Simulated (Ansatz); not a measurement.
A displaced shape of doublet O₂(+):

```json
{"atom": "O", "x (Å)": "-0.0253", "y (Å)": "-0.0427", "z (Å)": "-0.5432"}
{"atom": "O", "x (Å)": "0.0352", "y (Å)": "-0.0282", "z (Å)": "0.5708"}
```

It was optimised with HF/def2-SVP in Ansatz (development build ahead of 0.2.0) to forces under 0.001 eV/Å, with unrestricted orbitals. Each step stands on the lowest determinant of that kind that the program's search found.

Problem. What shape does it relax to, and how does the optimisation go?

Solution.

```xyz
2

O    -0.0245   -0.0425   -0.5273
O     0.0343   -0.0284    0.5549
```

Bond lengths: O1–O2 1.084 Å.

| step | E − E(start) (eV) | largest force (eV/Å) |
| --- | --- | --- |
| 1 | 0.0000 | 2.4063 |
| 2 | -0.0333 | 1.0455 |
| 3 | -0.0400 | 0.1354 |
| 4 | -0.0401 | 0.0051 |
| 5 | -0.0401 | 0.0000 |

The optimisation ended after 5 steps with its threshold met.
